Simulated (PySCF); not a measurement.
Ranking problems on computed properties.

Species are written as SMILES; each is one conformer at its optimised geometry, gas phase, non-relativistic unless stated; the electronic structure was computed with PySCF and density fitting.

Dipoles, sizes and rotational constants follow the conformer. The torsions of the flexible species, by atom-mapped SMILES:
- `[N:1]#[C:2][c:3]1[cH:4][cH:5][cH:6][cH:7][c:8]1[CH2:9][F:10]`: C7–C8–C9–F10 0°
- `[CH3:1][CH:2]([CH3:3])[C@@H:4]1[CH2:5][C@:6]1([SiH3:7])[C:8](=[O:9])[F:10]`: C1–C2–C4–C5 147°, C5–C6–C8–O9 164°
- `[SiH3:1][N:2]([SiH3:3])[c:4]1[cH:5][cH:6][cH:7][c:8]2[c:9]1[CH2:10]2`: Si1–N2–C4–C5 -3°
- `[O:1]=[N:2][OH:3]`: H–O3–N2–O1 0°
- `[CH3:1][Si@:2]1([CH2:3][SiH3:4])[CH:5]=[CH:6][CH:7]=[C:8]1[C:9]#[N:10]`: C1–Si2–C3–Si4 60°
- `[CH3:1][C:2](=[O:3])[O:4][SiH2:5][CH2:6]/[C:7]([F:8])=[CH:9]\[F:10]`: C1–C2–O4–Si5 180°, C2–O4–Si5–C6 177°, O4–Si5–C6–C7 176°, Si5–C6–C7–F8 -75°
- `[CH3:1][O:2][c:3]1[c:4]([SiH3:5])[n:6]([CH3:7])[n:8][n+:9]1[CH3:10]`: C1–O2–C3–C4 -3°
- `[CH3:1][c:2]1[o:3][c:4]([C:5]([F:6])([F:7])[F:8])[p:9][c:10]1[SiH3:11]`: O3–C4–C5–F6 -177°

The conformers of `CC#C[Si@@H]1C[SiH2][C@@H](C#N)C1` and `C[C@@]1(C(=O)F)CC[C@@H]([SiH3])C1` aren't listed.

Task: Rank by dipole moment, lowest first (PBE0/pcSseg-1 at GFN2-xTB geometries).
A. `O=NO` (HNO2)
B. `CC(C)[C@@H]1C[C@]1([SiH3])C(=O)F` (C7H13FOSi)
C. `N#Cc1ccccc1CF` (C8H6FN)
D. `[SiH3]N([SiH3])c1cccc2c1C2` (C7H11NSi2)
E. `C[Si@]1(C[SiH3])C=CC=C1C#N` (C7H11NSi2)
F. `F/C=C(\C[SiH2]OC(C)=O)F` (C5H8F2O2Si)

Result: D (0.47 D), A (1.89 D), F (2.22 D), B (3.37 D), C (3.65 D), E (4.93 D).

Task: By how much do the two ends of that ranking differ?

Result: By 4.46 D, between `C[Si@]1(C[SiH3])C=CC=C1C#N` and `[SiH3]N([SiH3])c1cccc2c1C2`.

Task: Rank by HOMO energy, lowest first (PBE0/pcSseg-1 at GFN2-xTB geometries).
A. `C[Si@]1(C[SiH3])C=CC=C1C#N` (C7H11NSi2)
B. `COc1c([SiH3])n(C)n[n+]1C` ([C5H12N3OSi]+)
C. `O=NO` (HNO2)
D. `[SiH3]N([SiH3])c1cccc2c1C2` (C7H11NSi2)

Result: B (-11.59 eV), C (-8.34 eV), A (-7.05 eV), D (-6.35 eV).

Task: Give the two extremes of that set in hartree.

Result: `COc1c([SiH3])n(C)n[n+]1C`: -0.426 Eh; `[SiH3]N([SiH3])c1cccc2c1C2`: -0.233 Eh.

Task: Rank by HOMO–LUMO gap, highest first (PBE0/pcSseg-1 at GFN2-xTB geometries).
A. `Cc1oc(C(F)(F)F)pc1[SiH3]`
B. `CC#C[Si@@H]1C[SiH2][C@@H](C#N)C1`
C. `C([C@]1([SiH3])[C@@H](C1)C(C)C)(=O)F`
D. `C([Si@]1(C=CC=C1C#N)C)[SiH3]`
E. `COc1c([SiH3])n(C)n[n+]1C`
F. `C[C@@]1(C(=O)F)CC[C@@H]([SiH3])C1`
G. `C(/C[SiH2]OC(C)=O)(=C/F)F`

Result: F (8.24 eV), C (7.86 eV), B (7.62 eV), G (7.09 eV), E (6.20 eV), A (5.68 eV), D (4.64 eV).

Task: By how much do the two ends of that ranking differ?

Result: By 3.60 eV, between `C[C@@]1(C(=O)F)CC[C@@H]([SiH3])C1` and `C[Si@]1(C[SiH3])C=CC=C1C#N`.

Task: Rank by smallest rotational constant, lowest first (GFN2-xTB).
A. `CC(C)[C@@H]1C[C@]1([SiH3])C(=O)F` (C7H13FOSi)
B. `C1c2c(cccc12)N([SiH3])[SiH3]` (C7H11NSi2)
C. `C[Si@]1(C[SiH3])C=CC=C1C#N` (C7H11NSi2)
D. `ON=O` (HNO2)
E. `Cc1oc(C(F)(F)F)pc1[SiH3]` (C5H6F3OPSi)

Result: E (0.408 GHz), B (0.542 GHz), C (0.614 GHz), A (0.723 GHz), D (11.643 GHz).
